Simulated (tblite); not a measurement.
Species: SiO.
SMILES: `[O+]#[Si-]`

Level: GFN2-xTB in tblite, geometry and Hessian alike; calculated harmonic values, unscaled, isolated species. Against measured fundamentals such values can be off by several per cent, at times by over 20.

Harmonic wavenumbers (cm⁻¹): 1378.4.

B = 21820 MHz (linear); mass 43.972 u (most abundant isotopes); point group C∞v, symmetry number 1.

Zero-point energy?

Half the sum of the wavenumbers: 689 cm⁻¹ = 1.97 kcal/mol.

What is S at 500 K and 1 bar for an ideal gas of classical rigid rotors and harmonic oscillators?

Translation 39.86, rotation 14.25, vibration 0.19: S = 54.3 cal/(mol K).

And Cp and H(500 K) − H(0)?

Cp = 7.57 cal/(mol K), of which vibrations give 0.62 (their classical limit is 1 R = 2.0); H(500 K) − H(0) = 3.55 kcal/mol without the zero-point energy, 0.08 from vibrations.

How do the functions run with temperature in this model?

```
T (K)  S (cal/(mol K))  Cp (cal/(mol K))  H − H(0) (kcal/mol)  G − H(0) (kcal/mol)  ln q(vib)
  100             42.9               7.0                 0.70                -3.60       0.00
  200             47.7               7.0                 1.39                -8.16       0.00
  300             50.6               7.1                 2.09               -13.08       0.00
  800             58.0               8.2                 5.92               -40.48       0.09
 1000             59.9               8.4                 7.58               -52.27       0.15
```

q(vib) and H(0) count from the zero-point level.

What must be added to the electronic energy to get the Gibbs energy at 500 K and 1 bar?

ZPE + [H(500 K) − H(0)] − T·S = 1.97 + 3.55 − 27.15 = -21.63 kcal/mol.
